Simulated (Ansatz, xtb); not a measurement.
## CHFOS: which of two isomers lies lower

We compare I, `O=CSF`, a singlet, with II, `OC(F)=S`, a singlet. Both are isolated molecules in the gas phase, relaxed with B3LYP/6-31G*; the shapes shown needn't be the lowest conformers.

I (Å):

```xyz
5

C    -0.5632    0.1447    1.7489
F    -0.3188    1.4834   -0.4580
O    -1.0469   -0.3579    2.7290
S    -1.5265    1.1113    0.5956
H     0.4980    0.0843    1.4348
```

II (Å):

```yaml
atoms:
  - { symbol: C, position_ang: [-2.4530, -1.3037, -0.3301] }
  - { symbol: F, position_ang: [-1.3619, -1.2215, -1.1142] }
  - { symbol: O, position_ang: [-3.4853, -1.7354, -1.0419] }
  - { symbol: S, position_ang: [-2.4554, -0.9213, 1.2429] }
  - { symbol: H, position_ang: [-3.2011, -1.8886, -1.9632] }
```

Quicker runs give these differences E(II) − E(I): GFN2-xTB −0.433 eV; HF/STO-3G −0.670 eV (at GFN2-xTB geometries); r2SCAN-D4/def2-SVP −1.099 eV (at GFN2-xTB geometries).

Q: Estimate E(II) − E(I) at the level CCSD(T)/def2-TZVPP.

A: Calculated at CCSD(T)/def2-TZVPP: E(II) − E(I) = −0.834 eV, so structure II lies lower.

How the difference moves with the method:

```
             level      geometry  E(II) − E(I) (eV)  departure from the last row (eV)  job, with rough time for the two
          GFN2-xTB      GFN2-xTB              −0.433                            +0.401             optimisation, 0.084 s
         HF/STO-3G      GFN2-xTB              −0.670                            +0.165              single point, 0.24 s
r2SCAN-D4/def2-SVP      GFN2-xTB              −1.099                            −0.264               single point, 3.1 s
      B3LYP/6-31G*  B3LYP/6-31G*              −0.779                            +0.055                optimisation, 31 s
     HF/def2-TZVPP  B3LYP/6-31G*              −0.788                            +0.047           part of the CCSD(T) run
    MP2/def2-TZVPP  B3LYP/6-31G*              −0.928                            −0.093           part of the CCSD(T) run
CCSD(T)/def2-TZVPP  B3LYP/6-31G*              −0.834                                                  single point, 98 s
```

As drawn, II has 1 C–O, 1 C–F, 1 C=S, 1 O–H in place of 1 C=O, 1 C–S, 1 F–S, 1 C–H.

None of the levels shown reverses the order. The largest departure from CCSD(T)/def2-TZVPP is that of GFN2-xTB, 0.401 eV.

With harmonic frequencies from B3LYP/6-31G* (ideal gas, rigid rotor, one conformer each, 298.15 K, 1 atm): on the last row, ΔE + ΔZPE = −0.777, ΔH = −0.793, ΔG = −0.761 eV.

The correlated steps freeze 8 core orbitals. Codes used: Ansatz 0.2.0, xtb 6.7.1; the last row on 1 thread of Arm Neoverse V1 on a shared host.
